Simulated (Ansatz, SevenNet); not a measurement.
# How well does each level of theory give the elastic constant C12 of hcp Ti?

Reference value: 87 GPa (measured, 4 K, zero-point motion not removed; as tabulated in Ferrari et al. (2019), arXiv:1905.01197).

| level (code) | value (GPa) | cell (Å³/atom) | difference (%) |
|---|---|---|---|
| SevenNet-l3i5 | 111 | 17.37 | +28 |
| LDA (Ansatz) | 98.6 | 16.10 | +13.3 |
| BLYP (Ansatz) | 74.8 | 17.79 | -14.0 |
| PBE (Ansatz) | 82.7 | 17.39 | -4.9 |
| revPBE (Ansatz) | 78.8 | 17.76 | -9.4 |
| PBE-D3(BJ) (Ansatz) | 90.0 | 16.51 | +3.4 |
| r²SCAN+rVV10 (Ansatz) | 91.3 | 17.17 | +4.9 |
| HSE06 (Ansatz) | 86.4 | 17.19 | -0.7 |

Once the reference is moved by up to 3.3 % (a margin picked here for doubts on the reference and the settings, and for temperature and zero-point motion) and values within 1.7 % count as equal, the nearest can be HSE06 (-0.7 %), PBE-D3(BJ) (+3.4 %), PBE (-4.9 %) or r²SCAN+rVV10 (+4.9 %). Farthest off among them: SevenNet-l3i5 (+28 %). Within 20 %: LDA, BLYP, PBE, revPBE, PBE-D3(BJ), r²SCAN+rVV10, HSE06.

The reference isn't brought to a static lattice, while the calculations are for one, so the differences are not the levels' errors alone. The crystal itself was run without spin with LDA, BLYP, PBE, revPBE, PBE-D3(BJ), r²SCAN+rVV10, HSE06; a magnetic state was not tried in these runs. PBE-D3(BJ): the dispersion coefficients are held fixed in the derivatives. HSE06: hybrids on metals are sensitive to the k mesh. HSE06: the run warned that the count of filled bands differs between k points. Each level is taken at its own relaxed cell. Cutoffs and k meshes differ between the levels. Ansatz's density-functional and Hartree–Fock values are scalar-relativistic unless marked +SOC, with PAW data made under PBE.

Machine-learned potentials (SevenNet-l3i5) are trained on DFT data: a solid inside that data is no test of them.

Differences are worked out from the printed values.

Ansatz is an electronic-structure program.
